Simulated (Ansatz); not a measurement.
Cost and result for the atomization energy of `COC(O)C=N` (13 atoms, 12 bonds).

Z-matrix (Å, degrees):
```
C
O 1 1.409
H 1 1.089 2 107.1
H 1 1.098 2 110.9 3 -118.9
H 1 1.093 2 111.3 3 119.6
C 2 1.399 1 112.9 3 177.9
C 6 1.509 2 104.9 1 -173.8
O 6 1.380 2 113.7 1 64.3
H 6 1.104 2 108.8 1 -56.0
N 7 1.259 6 118.4 2 -122.4
H 7 1.094 6 116.2 2 55.6
H 8 0.972 6 106.0 2 105.4
H 10 1.017 7 112.8 6 178.0
```

Total charge 0; spin multiplicity 1. The structure was optimised at the PBE0-D4/def2-TZVP level. It is one conformer, not always the lowest. Program: Ansatz. All runs use 4 threads of an Intel Xeon Platinum 8375C on a shared host. Times are those of one run each, without the atoms' runs, and a repeat can differ threefold. Electronic energies, without spin–orbit coupling; frozen cores. CCSD(T)/CBS adds CCSD(T) − MP2 in def2-TZVPP to the MP2 limit, and its time is that of the two runs behind it. T1 = 0.012. B3LYP takes the VWN-RPA correlation (the form of Gaussian; ORCA's B3LYP/G).

CCSD(T)/CBS is a level of theory with its own doubt, some kJ/mol a heavy atom from the limit and from the frozen cores, so smaller differences don't rank the functionals.

```tsv
level	functions	wall time
PBE-D4/def2-TZVPP (with forces)	284	2.3 s
PBE0-D4/def2-TZVPP	284	2.4 s
r2SCAN-D4/def2-TZVPP (with forces)	284	3.7 s
B3LYP-D4/def2-TZVPP (with forces)	284	3.8 s
B2PLYP/def2-TZVPP	284	5.5 s
ωB97X-V/def2-TZVPP	284	6 s
ωB97M-V/def2-TZVPP (with forces)	284	8.5 s
MP2/def2-QZVPP	552	22 s
CCSD(T)/def2-TZVPP	284	3.2 min
CCSD(T)/CBS(def2)	–	3.5 min
```

Q: What atomization energy does each give, and how far from CCSD(T)/CBS? (Estimate.)

A: The calculation gave: 
```
                             level  atomization (kcal/mol)  difference from CCSD(T)/CBS  per bond
   PBE-D4/def2-TZVPP (with forces)                  1270.6                         40.6       3.4
                PBE0-D4/def2-TZVPP                  1235.5                          5.5       0.5
r2SCAN-D4/def2-TZVPP (with forces)                  1230.7                          0.7       0.1
 B3LYP-D4/def2-TZVPP (with forces)                  1231.1                          1.1       0.1
                 B2PLYP/def2-TZVPP                  1218.0                        -12.0      -1.0
                ωB97X-V/def2-TZVPP                  1233.1                          3.1       0.3
  ωB97M-V/def2-TZVPP (with forces)                  1235.2                          5.2       0.4
                    MP2/def2-QZVPP                  1241.9                         11.9       1.0
                CCSD(T)/def2-TZVPP                  1195.5                        -34.5      -2.9
                 CCSD(T)/CBS(def2)                  1230.0                          0.0       0.0
```

From PBE to PBE0 (25 % exact exchange), in def2-TZVPP and without D4, the atomization energy moves by −34.1 kcal/mol: exact exchange takes away binding that semilocal exchange gives to molecules. In def2-TZVPP, CCSD(T) changes the Hartree–Fock value by +351.3 kcal/mol (the triples alone add +22.4 kcal/mol) and MP2 by +377.4 kcal/mol; breaking electron pairs costs correlation energy, which Hartree–Fock lacks. The D4 term adds +8.6 kcal/mol with B3LYP and +4.5 kcal/mol with PBE0; it sums over pairs of atoms, weighted by their polarisabilities, and B3LYP, whose exchange is more repulsive, gets the larger term.
